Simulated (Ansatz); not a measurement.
# C6H12: a ladder of functionals and wavefunction methods

An exercise on one series of results from a longer session: the logs are not shown, and one member is left open.

Program: Ansatz 0.2.0, Gaussian basis. Level of theory: functionals in def2-TZVPP, the program's frozen cores in correlated methods. These are calculated values, not measurements.

Plan: LDA (SPW92), PBE-D4, revPBE-D4, BLYP-D4, r2SCAN-D4, B97M-V, PBE0-D4, B3LYP-D4, r2SCANh-D4, r2SCAN0-D4, HSE06-D4, BHLYP-D4, CAM-B3LYP-D4, LC-ωPBE, ωB97X-V, ωB97M-V, B2PLYP, PBE-QIDH; CCSD(T)/def2-SVP; CCSD(T)/def2-TZVPP; MP2/def2-QZVPP; extrapolation to the limit; RPA on PBE.

**Structure used throughout**

All runs share one geometry, relaxed beforehand with PBE0-D4 in a triple-zeta def2 set.

SMILES `C=C(C)C(C)C`, 18 atoms, charge 0, spin multiplicity 1.

Atoms are counted from 1 here; the program's logs count them from 0.

Bond lengths: C1–C2 1.329 Å, C1–H7 1.085 Å, C1–H8 1.085 Å, C2–C3 1.497 Å, C2–C4 1.510 Å, C3–H9 1.094 Å, C3–H10 1.094 Å, C3–H11 1.091 Å, C4–C5 1.527 Å, C4–C6 1.527 Å, C4–H12 1.096 Å, C5–H13 1.093 Å, C5–H14 1.092 Å, C5–H15 1.093 Å, C6–H16 1.092 Å, C6–H17 1.093 Å, C6–H18 1.093 Å. Angles: C2–C1–H7 121.4°, C2–C1–H8 121.6°, H7–C1–H8 117.0°, C1–C2–C3 121.4°, C1–C2–C4 120.8°, C3–C2–C4 117.8°, C2–C3–H9 111.4°, C2–C3–H10 111.4°, C2–C3–H11 111.0°, H9–C3–H10 106.7°, H9–C3–H11 108.0°, H10–C3–H11 108.0°, C2–C4–C5 111.9°, C2–C4–C6 111.9°, C2–C4–H12 106.6°, C5–C4–C6 110.6°, C5–C4–H12 107.7°, C6–C4–H12 107.7° and more.

Set-up of the first run:

in.yaml reads:

```yaml
crystal:
  periodic: [false, false, false]
  atoms:
    - {symbol: C, position_ang: [-0.859808, -1.751698, 0.922814]}
    - {symbol: C, position_ang: [-0.090338, -0.733682, 0.549902]}
    - {symbol: C, position_ang: [1.254033, -0.505594, 1.168507]}
    - {symbol: C, position_ang: [-0.548741, 0.232629, -0.515990]}
    - {symbol: C, position_ang: [0.368594, 0.213425, -1.736071]}
    - {symbol: C, position_ang: [-0.693016, 1.652434, 0.026254]}
    - {symbol: H, position_ang: [-1.833909, -1.916970, 0.474394]}
    - {symbol: H, position_ang: [-0.543188, -2.453546, 1.687116]}
    - {symbol: H, position_ang: [1.310247, 0.475027, 1.650730]}
    - {symbol: H, position_ang: [2.049098, -0.533365, 0.417313]}
    - {symbol: H, position_ang: [1.472938, -1.264621, 1.920283]}
    - {symbol: H, position_ang: [-1.540228, -0.103813, -0.838572]}
    - {symbol: H, position_ang: [-0.036846, 0.848446, -2.527859]}
    - {symbol: H, position_ang: [0.478187, -0.798022, -2.133677]}
    - {symbol: H, position_ang: [1.364844, 0.592010, -1.492498]}
    - {symbol: H, position_ang: [-1.348830, 1.678376, 0.899396]}
    - {symbol: H, position_ang: [0.275028, 2.069406, 0.316562]}
    - {symbol: H, position_ang: [-1.115867, 2.310759, -0.736902]}
basis:
  gaussian: {orbitals: def2-TZVPP}
hamiltonian: {xc: lda}
output: {orbitals: {seedname: orbitals}}
```

On the command line:

```console
$ ansatz run in.yaml --threads 2 --pin off --events-out ev --progress --plain --max-ram 32768MiB --backend cuda --devices 0, --max-vram 18GiB
```

Steps of the session up to this table: LDA; PBE-D4 (GGA); revPBE-D4 (GGA); BLYP-D4 (GGA); r2SCAN-D4 (meta-GGA); B97M-V (meta-GGA); PBE0-D4 (hybrid); B3LYP-D4 (hybrid); r2SCANh-D4 (hybrid); r2SCAN0-D4 (hybrid); HSE06-D4 (hybrid); BHLYP-D4 (hybrid); CAM-B3LYP-D4 (range-separated); LC-ωPBE (range-separated); ωB97X-V (range-separated); ωB97M-V (range-separated); B2PLYP (double hybrid); PBE-QIDH (double hybrid).

One of the session's tables, all rows but one given; the rest of the session is left out.

It belongs to the step «Orbital energies across the functionals». 

```
  functional  HOMO (eV)  LUMO (eV)  gap (eV)
 LDA (SPW92)      -6.09      -0.68      5.41
      PBE-D4          ?          ?         ?
   revPBE-D4      -5.86      -0.38      5.48
     BLYP-D4      -5.77      -0.34      5.43
   r2SCAN-D4      -6.10      -0.21      5.90
      B97M-V      -6.14      -0.17      5.97
     PBE0-D4      -7.03       0.57      7.60
    B3LYP-D4      -6.81       0.33      7.14
  r2SCANh-D4      -6.52       0.17      6.69
  r2SCAN0-D4      -7.16       0.72      7.87
    HSE06-D4      -6.63       0.19      6.82
    BHLYP-D4      -7.99       1.70      9.68
CAM-B3LYP-D4      -8.36       1.71     10.07
     LC-ωPBE      -9.74       2.89     12.63
     ωB97X-V      -9.36       2.79     12.15
     ωB97M-V      -9.28       2.58     11.85
```

Estimate the missing values for PBE-D4.

As computed: HOMO (eV): -5.92; LUMO (eV): -0.47; gap (eV): 5.46. In the column «HOMO (eV)» it lies between LDA (SPW92) (-6.09) and revPBE-D4 (-5.86).
